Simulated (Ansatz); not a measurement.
Two structures of SiN$_{2}$H$_{10}$, singlet, reached by relaxing down either side of one saddle point (PBE0-D4/def2-TZVP). Energies are electronic, without zero-point energy. Computed with Ansatz 0.2.0 (basis: def2-TZVPP and def2-QZVPP); correlated methods freeze the cores. Extrapolation: Hartree–Fock as exp(−7.88 √X), correlation as X^−2.97. First:

Si1  (-1.394, -1.183, 0.879)
H2  (-1.330, -1.289, -0.599)
H3  (-1.749, -2.552, 1.376)
H4  (-0.069, -0.874, 1.474)
H5  (-2.463, -0.275, 1.354)
H6  (0.294, 1.226, -0.469)
N7  (-0.642, 1.406, -0.104)
H8  (1.901, -0.585, -0.201)
N9  (2.101, 0.121, -0.899)
H10  (-0.571, 2.139, 0.591)
H11  (-1.212, 1.763, -0.860)
H12  (3.047, 0.445, -0.740)
H13  (2.089, -0.341, -1.800)
(Å)

Second:

Si1  (-1.324, -0.317, 1.530)
H2  (-0.360, -1.693, -2.284)
H3  (-1.562, -1.720, 1.067)
H4  (-0.195, -0.374, 2.498)
H5  (-2.566, 0.115, 2.227)
H6  (2.475, 1.517, -0.759)
N7  (-0.929, 0.826, 0.321)
H8  (-0.453, -1.190, -1.738)
N9  (1.986, 0.630, -0.730)
H10  (-1.631, 1.141, -0.329)
H11  (0.002, 0.824, -0.089)
H12  (2.479, 0.038, -0.072)
H13  (2.077, 0.203, -1.643)
(Å)

Problem. Which bonds change from the first to the second?

Solution. SiH₄ + NH₃ + NH₃ → SiNH₅ ([NH2][SiH3]) + NH₃ + H₂; bonds formed: Si1–N7, H2–H8, H6–N9; bonds broken: Si1–H2, H6–N7, H8–N9.

Problem. Give the saddle point's structure and its height above each. (An estimate is asked for; the value comes from the calculation.)

Solution. The calculation gives: 1.766 eV above the first and 1.938 eV above the second (CCSD(T) at an estimated basis limit (MP2 extrapolated from triple and quadruple zeta, plus CCSD(T) − MP2 in triple zeta)).
| atom | x (Å) | y (Å) | z (Å) |
| --- | --- | --- | --- |
| Si1 | -0.9669 | -0.6025 | 0.8214 |
| H2 | -0.2797 | -1.2737 | -0.6147 |
| H3 | -2.0897 | -1.5791 | 0.6522 |
| H4 | 0.2565 | -1.1087 | 1.5403 |
| H5 | -1.5556 | 0.1735 | 2.0175 |
| H6 | 0.7596 | 0.8280 | -0.4356 |
| N7 | -0.7452 | 0.9714 | -0.1085 |
| H8 | 0.9626 | -0.7141 | -0.7897 |
| N9 | 1.6179 | 0.1642 | -0.7482 |
| H10 | -1.1447 | 1.7575 | 0.3924 |
| H11 | -1.1714 | 0.9248 | -1.0285 |
| H12 | 2.3425 | 0.0669 | -0.0473 |
| H13 | 2.0141 | 0.3919 | -1.6515 |

No T1 diagnostic of these runs exceeds 0.011.

Labels in which every atom is bracketed show which atoms are joined, not bond orders.

For scale, one of the runs: CCSD(T)/def2-TZVPP, 244 basis functions, launched by `ansatz run in.yaml --threads 4 --pin off --events-out ev --progress --plain --max-ram 9574MiB`. Hardware: 4 CPU threads of an Arm Neoverse V1, shared host. Wall time 100 s; peak host memory 4.8 GiB.
